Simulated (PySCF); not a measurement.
Species: C₃H₂OS.
InChI=1S/C3H2OS/c4-2-1-3(2)5/h1,5H

Theory: MP2 and CCSD/aug-cc-pVDZ in PySCF, restricted Hartree–Fock reference, frozen core, non-relativistic, gas phase, PBE0-D3(BJ)/def2-SVP geometry.

E(HF) = -587.10030 Eh.

How large is the problem?

137 basis functions and 44 electrons; 9 orbitals frozen, which leaves o = 13 correlated occupied and v = 115 virtual orbitals. That is o·v = 1495 singles and o·v(o·v + 1)/2 = 1118260 distinct closed-shell doubles amplitudes before symmetry; the costliest CCSD step grows as o²v⁴ = 3.0 × 10^10.

What are the MP2 and CCSD correlation energies?

MP2 -0.7184 Eh and CCSD -0.7423 Eh, which gives totals of -587.81871 and -587.84259 Eh. That is 0.777 eV for each correlated electron at CCSD (1949 kJ/mol in all, 0.126 % of the total energy); MP2 gives 96.8 % of the CCSD value.

What is the T1 diagnostic?

0.0171, below the customary warning level of 0.02. It is the norm of the spatial-orbital singles amplitudes over the root of the number of correlated electrons, so the norm is 0.087.

How does correlation change the dipole moment?

HF gives 4.09 D and CCSD (unrelaxed density) 3.52 D, a change of -0.57 D.

Connected triples and the basis-set limit are missing.

Conformer computed: `[O:1]=[c:2]1[cH:3][c:4]1[SH:5]`: H–S5–C4–C3 180°.

One conformer stands for the species.
